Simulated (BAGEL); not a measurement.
# C2H2ClF (SMILES F/C=C/Cl): PBE0/aug-cc-pVDZ (density fitting with qzvpp-jkfit)

Aim: the energy change on altering one bond length of C2H2ClF at PBE0/aug-cc-pVDZ (density fitting with qzvpp-jkfit), from 2 runs. 

The results are computed with BAGEL 1.2.2.

## (1) Starting point

C2H2ClF: 6 atoms, total charge 0, spin state singlet. As SMILES, `F/C=C/Cl`. Geometry: relaxed at GFN2-xTB.

Bond lengths: F1–C2 1.338 Å, C2–C3 1.322 Å, C3–Cl4 1.709 Å, C2–H5 1.079 Å, C3–H6 1.079 Å. Angles: F1–C2–C3 120.6°, C2–C3–Cl4 121.6°, F1–C2–H5 112.9°, C3–C2–H5 126.5°, C2–C3–H6 122.8°, Cl4–C3–H6 115.6°.

## (2) The energy at PBE0/aug-cc-pVDZ (density fitting with qzvpp-jkfit)

Input file calc.json:

```json
{ "bagel": [

{
  "title": "molecule",
  "basis": "aug-cc-pvdz.json",
  "df_basis": "qzvpp-jkfit",
  "angstrom": "true",
  "geometry": [
    { "atom": "F", "xyz": [       1.746810,      -0.161080,       0.474120 ] },
    { "atom": "C", "xyz": [       0.616750,      -0.186650,      -0.242630 ] },
    { "atom": "C", "xyz": [      -0.530040,       0.188270,       0.297240 ] },
    { "atom": "Cl", "xyz": [      -1.988630,       0.166630,      -0.593510 ] },
    { "atom": "H", "xyz": [       0.768360,      -0.532950,      -1.253600 ] },
    { "atom": "H", "xyz": [      -0.613250,       0.525780,       1.318380 ] }
  ]
},

{ "title": "ks", "xc_func": "pbe0" },

{ "title": "print", "file": "orbitals.molden", "orbitals": "true" }

]}
```

The basis set aug-cc-pVDZ is read from a file made from the Basis Set Exchange's data (not shown).

Run with:

```bash
$ BAGEL_NUM_THREADS=1 BAGEL calc.json > calc.out
```

The program printed:

```text
* using 1 threads per process

  ===============================================================
  ===============================================================

  *** Geometry ***

  { "atom" : "F", "xyz" : [      3.300992,     -0.304397,      0.895957 ] },
  { "atom" : "C", "xyz" : [      1.165489,     -0.352717,     -0.458504 ] },
  { "atom" : "C", "xyz" : [     -1.001630,      0.355779,      0.561702 ] },
  { "atom" : "Cl", "xyz" : [     -3.757966,      0.314885,     -1.121571 ] },
  { "atom" : "H", "xyz" : [      1.451990,     -1.007130,     -2.368961 ] },
  { "atom" : "H", "xyz" : [     -1.158875,      0.993580,      2.491377 ] },

  Number of auxiliary basis functions:      391

  Since a DF basis is specified, we compute 2- and 3-index integrals:
    o Being stored without compression. Storage requirement is 0.041 GB

  Number of basis functions:      114
  Number of electrons      :       40

    * METHOD: MOLECULE                             0.19

  *** Kohn-Sham DFT ***

    * Removing 10265 points whose weight is below 1.00e-10
    * Grid points: 79171

  === Nuclear Repulsion ===
   140.9111632694

       - DIIS with orbital gradients will be used.

  === KS iteration (pbe0 / aug-cc-pvdz.json) ===
      0       -616.51658087          0.07509403           0.33
      1       -599.70473775          0.19192076           0.32
      2       -623.38128185          0.10989266           0.33
      3       -627.68316826          0.13075741           0.33
      4       -636.87750319          0.02151510           0.32
      5       -636.88288466          0.01918070           0.31
      6       -637.09204098          0.00559030           0.31
      7       -637.10687413          0.00214882           0.31
      8       -637.10923954          0.00025290           0.31
      9       -637.10927353          0.00011114           0.31
     10       -637.10928265          0.00002178           0.31
     11       -637.10928291          0.00000673           0.31
     12       -637.10928294          0.00000277           0.31
     13       -637.10928295          0.00000102           0.31
     14       -637.10928295          0.00000027           0.30
     15       -637.10928295          0.00000014           0.30
     16       -637.10928295          0.00000003           0.31
     17       -637.10928295          0.00000002           0.30
     18       -637.10928295          0.00000000           0.30
    * SCF iteration converged.

    * Permanent dipole moment:
           (   -0.018259,     0.017941,     0.046425) a.u.

    * METHOD: KS                                   6.38

    * METHOD: PRINT                                0.03

  ===============================================================
```

Run time: 6.9 s. Hardware: 1 thread of Arm Neoverse V1, shared host; peak memory 0.42 GiB.

## (3) The distorted shape

Input file input.json:

```json
{ "bagel" : [

{
  "title" : "molecule",
  "basis" : "aug-cc-pvdz.json",
  "df_basis" : "qzvpp-jkfit",
  "angstrom" : "true",
  "geometry" : [
    { "atom" : "F", "xyz" : [       3.497156,      -0.135111,       1.543043 ] },
    { "atom" : "C", "xyz" : [       2.367096,      -0.160681,       0.826293 ] },
    { "atom" : "C", "xyz" : [       1.220306,       0.214239,       1.366163 ] },
    { "atom" : "Cl", "xyz" : [      -1.988630,       0.166630,      -0.593510 ] },
    { "atom" : "H", "xyz" : [       2.518706,      -0.506981,      -0.184677 ] },
    { "atom" : "H", "xyz" : [       1.137096,       0.551749,       2.387303 ] }
  ]
},

{ "title" : "ks", "xc_func" : "pbe0" },

{ "title" : "print", "file" : "orbitals.molden", "orbitals" : "true" }

]}
```

The basis set aug-cc-pVDZ is read from a file made from the Basis Set Exchange's data (not shown).

Run with:

```bash
$ BAGEL_NUM_THREADS=1 BAGEL input.json > input.out
```

The program printed:

```text
* using 1 threads per process

  ===============================================================
  ===============================================================

  *** Geometry ***

  { "atom" : "F", "xyz" : [      6.608667,     -0.255323,      2.915929 ] },
  { "atom" : "C", "xyz" : [      4.473163,     -0.303643,      1.561467 ] },
  { "atom" : "C", "xyz" : [      2.306044,      0.404853,      2.581674 ] },
  { "atom" : "Cl", "xyz" : [     -3.757966,      0.314885,     -1.121571 ] },
  { "atom" : "H", "xyz" : [      4.759665,     -0.958055,     -0.348989 ] },
  { "atom" : "H", "xyz" : [      2.148800,      1.042654,      4.511349 ] },

  Number of auxiliary basis functions:      391

  Since a DF basis is specified, we compute 2- and 3-index integrals:
    o Being stored without compression. Storage requirement is 0.041 GB

  Number of basis functions:      114
  Number of electrons      :       40

    * METHOD: MOLECULE                             0.18

  *** Kohn-Sham DFT ***

    * Removing 8694 points whose weight is below 1.00e-10
    * Grid points: 80742

  === Nuclear Repulsion ===
   105.2408051158

       - DIIS with orbital gradients will be used.

  === KS iteration (pbe0 / aug-cc-pvdz.json) ===
      0       -614.71864105          0.08114153           0.34
      1       -583.01592076          0.16502086           0.32
      2       -608.72952861          0.16821900           0.32
      3       -629.48264666          0.07085920           0.32
      4       -634.10752214          0.06838116           0.32
      5       -634.93841598          0.04561000           0.33
      6       -636.55329931          0.01975318           0.32
      7       -635.83906597          0.02726749           0.32
      8       -636.81956995          0.00813259           0.31
      9       -636.31779868          0.01488157           0.32
[... 26 lines of this table left out ...]
     36       -636.90989816          0.00000010           0.32
     37       -636.90989816          0.00000002           0.32
     38       -636.90989816          0.00000004           0.33
     39       -636.90989816          0.00000001           0.33
    * SCF iteration converged.

    * Permanent dipole moment:
           (   -1.596227,     0.062530,    -0.702127) a.u.

    * METHOD: KS                                  13.42

    * METHOD: PRINT                                0.03

  ===============================================================
```

It took 14 s on 1 thread of Arm Neoverse V1, shared host; peak memory 0.43 GiB.

## (4) Summary of results

Level: PBE0/aug-cc-pVDZ (density fitting with qzvpp-jkfit).

```
                                                          quantity          value
                                         first shape: total energy  -637.10928 Eh
                                        first shape: dipole moment         0.13 D
                                          first shape: HOMO energy       -7.47 eV
                                          first shape: LUMO energy       -0.34 eV
                                        first shape: HOMO–LUMO gap        7.14 eV
                                     distorted shape: total energy  -636.90990 Eh
                                    distorted shape: dipole moment         4.44 D
                                      distorted shape: HOMO energy       -8.33 eV
                                      distorted shape: LUMO energy       -6.77 eV
                                    distorted shape: HOMO–LUMO gap        1.56 eV
energy change with the C3–Cl4 bond stretched from 1.709 to 3.760 Å       5.426 eV
```

What this shows: One bond (distorted shape) is far stretched, which a spin-restricted single reference describes badly; a broken-symmetry solution may lie lower. With the C3–Cl4 bond stretched from 1.709 to 3.760 Å the energy rises by 5.43 eV (523 kJ/mol). The first shape isn't relaxed at this level, so the change isn't measured from a minimum. A restricted reference can't describe the breaking bond well at this length.
